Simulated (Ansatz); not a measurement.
Process, species as SMILES: [N]=O (N-O) → NO+ (singlet, bonded as [N]=O) + e-
B3LYP-D3(BJ)/def2-TZVP geometries, fixed; electronic energies without zero-point terms.

Effect of the final integration grid (spheres per factor e of radius in core and valence, angular degree) at PBE/cc-pVTZ with Ansatz (a first-principles code), against the last row, where the adiabatic ionisation energy is 9.44 eV. Open shells are unrestricted. The default's grid is 13, 11, 36.

```csv
setting,largest shift of a total energy (mEh),shift of the adiabatic ionisation energy (eV)
accuracy: medium (default),0.000,0.000
"final_grid: 4, 3, 11",-1.007,0.012
"final_grid: 6, 5, 17",-0.053,0.000
"final_grid: 8, 7, 23",0.010,0.000
"final_grid: 10, 9, 29",0.000,0.000
"final_grid: 18, 15, 47",0.000,0.000
"final_grid: 26, 22, 59",0.000,0.000
```

Within 0.01 eV in the adiabatic ionisation energy: accuracy: medium (default); final_grid: 6, 5, 17; final_grid: 8, 7, 23; final_grid: 10, 9, 29; final_grid: 18, 15, 47. The largest shift is 1.007 mEh in a total energy and 0.012 eV in the difference.
